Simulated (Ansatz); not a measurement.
Reaction (hydrogen abstraction from a B–H bond): `CB[SiH3]` + `[CH3]`• → `C[B][SiH3]`• + CH₄

Gas-phase electronic energies from Ansatz, PBE0-D4/def2-TZVP geometries. CCSD(T)/CBS adds triple-zeta CCSD(T) − MP2 to the extrapolated MP2 energy (def2 sets, frozen cores). This one scheme is used for every species. Functionals use def2-TZVPP. Open shells (•) are unrestricted, without spin–orbit coupling.

`CB[SiH3]`:

Z-matrix (Å, degrees):
```
C
B 1 1.550
H 1 1.092 2 114.9
H 1 1.106 2 102.7 3 113.8
H 1 1.091 2 116.1 3 -131.0
Si 2 2.018 1 124.4 3 151.8
H 2 1.201 1 118.6 3 -30.5
H 6 1.494 2 107.9 1 -112.4
H 6 1.491 2 111.7 1 130.1
H 6 1.491 2 114.0 1 7.1
```

`[CH3]`•:

```xyz
4

C     0.000    0.000    0.000
H    -0.878   -0.037    0.629
H    -0.017   -0.458   -0.978
H     0.894    0.495    0.349
```

`C[B][SiH3]`•:

Z-matrix (Å, degrees):
```
C
B 1 1.531
H 1 1.093 2 115.4
H 1 1.096 2 114.7 3 129.1
H 1 1.104 2 103.7 3 -115.9
Si 2 1.979 1 143.4 3 -162.6
H 6 1.490 2 107.8 1 127.8
H 6 1.497 2 118.1 1 6.0
H 6 1.491 2 107.4 1 -115.7
```

CH₄:

Z-matrix (Å, degrees):
```
C
H 1 1.090
H 1 1.090 2 109.5
H 1 1.090 2 109.5 3 -120.0
H 1 1.090 2 109.5 3 120.0
```

(1) Is it downhill or uphill in electronic energy at CCSD(T)/CBS, and by how much? (An estimate is asked.)

(2) What do these levels give: PBE-D4, r2SCAN-D4, r2SCAN, r2SCANh, BHLYP, LC-ωPBE, MP2/def2-SVP, CCSD(T)/def2-SVP, MP2/def2-TZVPP, CCSD/def2-TZVPP, SCS-MP2/def2-QZVPP, CCSD/CBS(def2)? (Best estimate.)

Largest T1 diagnostic among the species: 0.014.

## Answers

(1) Ansatz gave: Downhill: ΔE = -32.0 kJ/mol.

(2) Computed: PBE-D4 -45.1, r2SCAN-D4 -35.4, r2SCAN -35.5, r2SCANh -34.2, BHLYP -25.9, LC-ωPBE -34.5, MP2/def2-SVP -34.4, CCSD(T)/def2-SVP -30.6, MP2/def2-TZVPP -34.5, CCSD/def2-TZVPP -28.0, SCS-MP2/def2-QZVPP -30.9, CCSD/CBS(def2) -29.4 kJ/mol.

Leaving LDA and LC-ωPBE aside and taking each functional with its dispersion term where it has one, the values, not all of them listed here, spread over 19.5 kJ/mol, from PBE-D4 to BHLYP-D4. LDA lies −13.3 kJ/mol from PBE without D4. From BLYP to BHLYP (50 % exact exchange), in def2-TZVPP and without D4, ΔE moves by +11.6 kJ/mol.
